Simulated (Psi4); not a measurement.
# C2F3N (trifluoromethylisocyanide): HF/def2-SVP

Aim: the vertical ionisation energy of C2F3N (trifluoromethylisocyanide) at HF/def2-SVP, from 2 runs. 

Program for the calculation: Psi4 1.11.

## Step 1: The system as given

C2F3N has 6 atoms, charge 0, and is taken as a singlet. As SMILES, `[C-]#[N+]C(F)(F)F`. The shape is that of a PBE0-D4/def2-TZVP optimisation.

Bond lengths: C1–N2 1.169 Å, N2–C3 1.402 Å, C3–F4 1.323 Å, C3–F5 1.323 Å, C3–F6 1.323 Å. Angles: C1–N2–C3 180.0°, N2–C3–F4 110.1°, N2–C3–F5 110.1°, N2–C3–F6 110.1°, F4–C3–F5 108.8°, F4–C3–F6 108.8°, F5–C3–F6 108.8°.

## Step 2: Energy and gradient at HF/def2-SVP

File input.json:

```json
{
  "schema_name": "qcschema_input",
  "schema_version": 1,
  "molecule": {
    "schema_name": "qcschema_molecule",
    "schema_version": 2,
    "symbols": ["C", "N", "C", "F", "F", "F"],
    "geometry": [1.60224209, -3.28540225, 1.71218636, 0.72559814, -1.48685541, 0.77529794, -0.32616673, 0.66886856, -0.34854109, -2.43991989, 0.06999546, -1.5428102, 1.28083747, 1.65067577, -1.99364216, -0.84259108, 2.38271788, 1.39750916],
    "molecular_charge": 0,
    "molecular_multiplicity": 1,
    "fix_symmetry": "c1"
  },
  "driver": "gradient",
  "model": {
    "method": "scf",
    "basis": "def2-SVP"
  },
  "keywords": {
    "reference": "rhf",
    "puream": true,
    "e_convergence": 1e-09,
    "d_convergence": 1e-08,
    "scf_type": "pk",
    "scf_properties": ["DIPOLE", "MAYER_INDICES", "QUADRUPOLE"]
  }
}
```

Run with:

```sh
$ psi4 --qcschema input.json -n 1 --memory 1600MB
```

stdout, shortened:

```text
[...]
  Running in c1 symmetry.
[...]
  Nuclear repulsion =  237.787180708941150
[...]
  Multiplicity = 1
[...]
  Nalpha       = 23
  Nbeta        = 23
[...]
    Number of basis functions: 84
[...]
   @RHF iter   1:  -427.99783803688365   -7.12021e-01   6.74185e-03 DIIS/ADIIS
[...]
   @RHF iter  11:  -428.12551121485581   -1.36424e-12   3.52114e-09 DIIS
[...]
    Orbital Energies [Eh]
    ---------------------
    Doubly Occupied:
       1A    -26.372605     2A    -26.372589     3A    -26.372583
       4A    -15.646636     5A    -11.606635     6A    -11.350798
       7A     -1.765632     8A     -1.658816     9A     -1.658812
      10A     -1.321054    11A     -1.063458    12A     -0.932808
      13A     -0.880335    14A     -0.880333    15A     -0.754948
      16A     -0.754939    17A     -0.716258    18A     -0.707355
      19A     -0.707353    20A     -0.688242    21A     -0.564744
      22A     -0.564739    23A     -0.522091
[...]
  @RHF Final Energy:  -428.12551121485581
   => Energetics <=
    Nuclear Repulsion Energy =            237.7871807089411504
    One-Electron Energy =               -1064.0978606439002760
    Two-Electron Energy =                 398.1851687201033201
    Total Energy =                       -428.1255112148558055
[...]
 Multipole Moments:
 ------------------------------------------------------------------------------------
     Multipole            Electronic (a.u.)      Nuclear  (a.u.)        Total (a.u.)
 ------------------------------------------------------------------------------------
 L = 1.  Multiply by 2.5417464519 to convert [e a0] to [Debye]
 Dipole X            :         -0.8769454            0.7999949           -0.0769505
 Dipole Y            :          1.7978793           -1.6399547            0.1579246
 Dipole Z            :         -0.9370676            0.8548547           -0.0822129
 Magnitude           :                                                    0.1939601
 L = 2.  Multiply by 1.3450342976 to convert [e a0^2] to [Debye ang]
 Quadrupole XX       :       -118.0556867           93.8682494          -24.1874373
 Quadrupole XY       :         40.8904469          -39.8091149            1.0813320
[...]
  -Total Gradient:
     Atom            X                  Y                   Z
    ------   -----------------  -----------------  -----------------
       1        0.012072471430    -0.024779146049     0.012903199836
       2       -0.008483451445     0.017397062998    -0.009068378269
       3        0.004650267633    -0.009505835863     0.004975377573
       4       -0.021616313718    -0.008200223969    -0.011764759577
       5        0.017988890812     0.008647690304    -0.016564338581
       6       -0.004611864712     0.016440452578     0.019518899020
[...]
```

The result, in JSON:

```text
{
 "driver": "gradient",
 "model": {
  "method": "scf",
  "basis": "def2-SVP"
 },
 "success": true,
 "return_result": [0.012072471430167264, -0.024779146048799383, 0.012903199835528234, -0.008483451444737444, 0.017397062997770663, -0.009068378269045108, 0.004650267632873614, -0.009505835862813505, 0.004975377573136805, -0.021616313718488933, -0.00820022396895631, -0.011764759577372219, 0.017988890812271785, 0.008647690304355471, -0.016564338581313065, -0.0046118647122773, 0.016440452578334153, 0.019518899019714153],
 "properties": {
  "calcinfo_nbasis": 84,
  "calcinfo_nmo": 84,
  "calcinfo_nalpha": 23,
  "calcinfo_nbeta": 23,
  "calcinfo_natom": 6,
  "nuclear_repulsion_energy": 237.78718070894115,
  "return_energy": -428.1255112148558,
  "return_gradient": [0.012072471430167264, -0.024779146048799383, 0.012903199835528234, -0.008483451444737444, 0.017397062997770663, -0.009068378269045108, 0.004650267632873614, -0.009505835862813505, 0.004975377573136805, -0.021616313718488933, -0.00820022396895631, -0.011764759577372219, 0.017988890812271785, 0.008647690304355471, -0.016564338581313065, -0.0046118647122773, 0.016440452578334153, 0.019518899019714153],
  "scf_one_electron_energy": -1064.0978606439003,
  "scf_two_electron_energy": 398.1851687201033,
  "scf_dipole_moment": [-0.07695052746255637, 0.1579245771030542, -0.08221291598622837],
  "scf_total_energy": -428.1255112148558,
  "scf_total_gradient": [0.012072471430167264, -0.024779146048799383, 0.012903199835528234, -0.008483451444737444, 0.017397062997770663, -0.009068378269045108, 0.004650267632873614, -0.009505835862813505, 0.004975377573136805, -0.021616313718488933, -0.00820022396895631, -0.011764759577372219, 0.017988890812271785, 0.008647690304355471, -0.016564338581313065, -0.0046118647122773, 0.016440452578334153, 0.019518899019714153],
  "scf_iterations": 11
 }
}
```

Run time: 2.5 s. Hardware: 1 thread of AMD EPYC 9R45 (Zen 5), shared host; peak memory 0.28 GiB.

## Step 3: The doublet cation, same level

File c2f3n.inp:

```
memory 1600 mb

molecule system {
  1 2
  C      0.847870    -1.738560     0.906050
  N      0.383970    -0.786810     0.410270
  C     -0.172600     0.353950    -0.184440
  F     -1.291150     0.037040    -0.816420
  F      0.677790     0.873500    -1.054990
  F     -0.445880     1.260880     0.739530
  symmetry c1
}

set globals {
  reference uhf
  puream true
  e_convergence 1e-09
  d_convergence 1e-08
  scf_type pk
  maxiter 100
}

e_tot, wfn = gradient("hf/def2-SVP", return_wfn=True)
oeprop(wfn, "WIBERG_LOWDIN_INDICES", "MULLIKEN_CHARGES", "LOWDIN_CHARGES")
```

Run with:

```sh
$ psi4 -i c2f3n.inp -o c2f3n.out -n 1
```

c2f3n.out, shortened:

```text
[...]
  Running in c1 symmetry.
[...]
  Nuclear repulsion =  237.787180612646182
[...]
  Multiplicity = 2
[...]
  Nalpha       = 23
  Nbeta        = 22
[...]
    Number of basis functions: 84
[...]
   @UHF iter   1:  -427.49606561417193   -2.10248e-01   7.52346e-03 ADIIS/DIIS
[...]
   @UHF iter  18:  -427.70031690678991   -3.63798e-12   1.96180e-09 DIIS
[...]
   @S^2 Observed:                1.132184651E+00
[...]
  @UHF Final Energy:  -427.70031690678991
   => Energetics <=
    Nuclear Repulsion Energy =            237.7871806126461820
    One-Electron Energy =               -1052.7673707012440900
    Two-Electron Energy =                 387.2798731818080569
    Total Energy =                       -427.7003169067899080
  UHF NO Occupations:
  HONO-2 :   21  A 1.9011129
  HONO-1 :   22  A 1.9011059
[...]
 Multipole Moments:
 ------------------------------------------------------------------------------------
     Multipole            Electronic (a.u.)      Nuclear  (a.u.)        Total (a.u.)
 ------------------------------------------------------------------------------------
 L = 1.  Multiply by 2.5417464519 to convert [e a0] to [Debye]
 Dipole X            :          0.5417386            0.7999949            1.3417335
 Dipole Y            :         -1.1109384           -1.6399547           -2.7508931
 Dipole Z            :          0.5789457            0.8548547            1.4338004
 Magnitude           :                                                    3.3798587
[...]
  -Total Gradient:
     Atom            X                  Y                   Z
    ------   -----------------  -----------------  -----------------
       1        0.026919497261    -0.055244054545     0.028771077191
       2       -0.044128753525     0.090505549404    -0.047160660853
       3        0.052624661942    -0.107849907869     0.056238719449
       4       -0.040426093148     0.003231575777    -0.026009757205
       5        0.019644452266     0.028769700875    -0.033286476590
       6       -0.014633764795     0.040587136358     0.021447098008
[...]
```

Wall time 2.7 s (1 thread of AMD EPYC 9R45 (Zen 5), shared host); peak memory 0.28 GiB.

## Step 4: Outcome

Level: HF/def2-SVP.

| quantity | value |
| --- | --- |
| singlet C2F3N: total energy | -428.12551 Eh |
| singlet C2F3N: dipole moment | 0.49 D |
| singlet C2F3N: HOMO energy | -14.21 eV |
| singlet C2F3N: LUMO energy | 3.64 eV |
| singlet C2F3N: HOMO–LUMO gap | 17.85 eV |
| singlet C2F3N: largest force on an atom | 1.565 eV/Å |
| doublet cation: total energy | -427.70032 Eh |
| doublet cation: HOMO energy (highest over α and β) | -23.90 eV |
| doublet cation: LUMO energy (lowest over α and β) | -8.93 eV |
| doublet cation: ⟨S²⟩ | 1.132 |
| doublet cation: largest force on an atom | 6.815 eV/Å |
| vertical ionisation energy (to the doublet cation) | 11.570 eV |

What this shows: The vertical ionisation energy comes to 11.57 eV (1116 kJ/mol). The largest force (singlet C2F3N) is 1.56 eV/Å: the shape isn't a stationary point for this species at this level. The negative HOMO energy of the first species, 14.21 eV, lies 2.64 eV above that difference. ⟨S²⟩ (doublet cation) is 1.13 where a pure doublet has 0.75: the reference is spin-contaminated.
